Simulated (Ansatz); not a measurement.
Molecule (SMILES): [SH] (SH), doublet.
Atoms: S1, H2. Bonds: S1-H2.

Basis-set convergence of the highest harmonic wavenumber at B3LYP with Ansatz (a first-principles code). Each level at its own minimum, finite differences of forces, unscaled; the reference is a large set that could be run, not a limit. Cartesian d functions, on some or all atoms, in 6-31+G*, 6-311+G**; all else is spherical. The program fits the integrals of some runs and decomposes those of others, by size. Open shells are unrestricted. No added dispersion term, no relativity. Reference: the value in aug-pcseg-3, 2666 cm⁻¹. Deviations are taken from unrounded values.

| basis | functions | highest harmonic wavenumber (cm⁻¹) | minus reference (cm⁻¹) |
|---|---|---|---|
| def2-SV(P) | 20 | 2617 | -49 |
| def2-SVP | 23 | 2660 | -7 |
| 6-31+G* | 25 | 2664 | -2 |
| cc-pV(D+d)Z | 28 | 2656 | -11 |
| 6-311+G** | 37 | 2650 | -16 |
| def2-TZVP | 43 | 2661 | -6 |
| 6-311++G(2d,2p) | 45 | 2651 | -15 |
| cc-pV(T+d)Z | 53 | 2665 | -1 |
| def2-TZVPP | 56 | 2666 | 0 |
| 6-311++G(3df,3pd) | 65 | 2669 | 3 |
| cc-pV(Q+d)Z | 94 | 2666 | 0 |
| def2-QZVPP | 100 | 2666 | 0 |

The smallest set listed that lies within 20 cm⁻¹ of the reference with all its larger relatives (same family, alike in diffuse functions; a set with none counts only in the reference's own line) is def2-SVP (23 functions, -7 cm⁻¹ off).
